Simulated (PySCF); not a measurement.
# C2Cl2O2 (oxalyl chloride): HF/cc-pVDZ (density fitting with cc-pvdz-jkfit)

We compute a structure relaxation of C2Cl2O2 (oxalyl chloride). 

The calculation is run with PySCF 2.14.0.

2 further runs of the same task are left out: 2 set aside as unsound or not needed.

**1. The molecule**

The species is C2Cl2O2 (6 atoms), meant as a singlet with charge 0. As SMILES, `O=C(Cl)C(=O)Cl`. The coordinates come from a GFN2-xTB relaxation. This is one conformer, not always the lowest. The run starts from this shape.

Bond lengths: O1–C2 1.184 Å, C2–Cl3 1.732 Å, C2–C4 1.532 Å, C4–O5 1.185 Å, C4–Cl6 1.732 Å. Angles: O1–C2–Cl3 123.6°, O1–C2–C4 125.9°, Cl3–C2–C4 110.5°, C2–C4–O5 125.9°, C2–C4–Cl6 110.5°, O5–C4–Cl6 123.6°.

**2. A structure relaxation at HF/cc-pVDZ (density fitting with cc-pvdz-jkfit)**

input.xyz

```xyz
6
C2Cl2O2
O     -0.670180     0.059580    -1.613040
C     -0.362030    -0.380690    -0.557540
Cl    -0.684020    -2.010680    -0.068200
C      0.363500     0.380170     0.556770
O      0.683120    -0.063730     1.607450
Cl     0.669620     2.015350     0.074560
```

calc.py

```python
# oxalyl chloride
from pyscf import gto
from pyscf.geomopt.geometric_solver import kernel as optimise

mol = gto.M(
    atom='input.xyz',
    max_memory=1860,
    verbose=3,
    basis='cc-pvdz',
)

mf = mol.RHF()
mf = mf.density_fit(auxbasis='cc-pvdz-jkfit')
mf.conv_tol = 1e-10
converged, mol_eq = optimise(mf, maxsteps=60, convergence_set='GAU_TIGHT')
print('converged:', converged)
print(mol_eq.tostring())

mf.reset(mol_eq)
mol = mol_eq
mf.kernel()
if not mf.converged:
    mf = mf.newton().run(mf.mo_coeff, mf.mo_occ)
e_tot = mf.e_tot
print('E(%s) = %.9f' % ('HF', e_tot))
```

Run with:

```sh
OMP_NUM_THREADS=1 python calc.py
```

Q: Predict the results. Wanted: total energy at the end; dipole moment; HOMO energy; LUMO energy; HOMO–LUMO gap.

**Answer.** As computed:

At HF/cc-pVDZ (density fitting with cc-pvdz-jkfit):

| quantity | value |
| --- | --- |
| total energy at the end | -1144.46662 Eh |
| dipole moment | 0.00 D |
| HOMO energy | -12.64 eV |
| LUMO energy | 0.91 eV |
| HOMO–LUMO gap | 13.55 eV |

What this shows: At the final geometry: Bond lengths: O1–C2 1.161 Å, C2–Cl3 1.744 Å, C2–C4 1.544 Å, C4–O5 1.161 Å, C4–Cl6 1.744 Å. Angles: O1–C2–Cl3 123.5°, O1–C2–C4 123.8°, Cl3–C2–C4 112.7°, C2–C4–O5 123.8°, C2–C4–Cl6 112.7°, O5–C4–Cl6 123.5°. The optimisation took 14 steps and changed the energy by -0.091 eV. Mulliken charges run from -0.18 on O1 to +0.22 on C2.
